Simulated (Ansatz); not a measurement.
A made-up structure of CH5AlN, doublet:

C1  (-0.561, 0.440, -0.539)
N2  (0.019, 0.763, 0.744)
Al3  (0.678, -0.640, 0.150)
H4  (-1.573, 0.253, -0.588)
H5  (0.011, 0.781, -1.509)
H6  (-0.613, 0.659, 1.601)
H7  (1.920, -0.340, -0.867)
H8  (0.119, -1.916, 1.008)
(Å)

It is relaxed with PBE-D4/def2-SVP and then PBE0-D4/def2-TZVP (Ansatz 0.2.0). Atoms count as bonded within 1.22 times the sum of their covalent radii (H–H: 0.88 Å). The end point is not checked to be a true minimum.

Problem. Does its bonding change? (Judge from chemistry; the calculation decides.)

Solution. Computed: No: no bond forms or breaks.

Where it ends: The first stage lowers the energy by 1.92 eV in 9 steps. It ends as CH₅AlN ([CH2]1[NH][AlH2]1):
C1  (-0.700, 0.567, -0.537)
N2  (-0.064, 0.781, 0.672)
Al3  (0.843, -0.783, 0.185)
H4  (-1.781, 0.523, -0.612)
H5  (-0.161, 0.874, -1.433)
H6  (-0.709, 0.737, 1.452)
H7  (2.119, -0.619, -0.732)
H8  (0.454, -2.079, 1.006)
(Å)

Labels in which every atom is bracketed show which atoms are joined, not bond orders.

For scale, one of the runs: PBE0-D4/def2-TZVP relaxation, 129 basis functions, launched by `ansatz run in.yaml --threads 2 --pin off --events-out ev --progress --plain --max-ram 4352MiB`. The run took about 26 s on 2 CPU threads of an Arm Neoverse V1 (shared host).
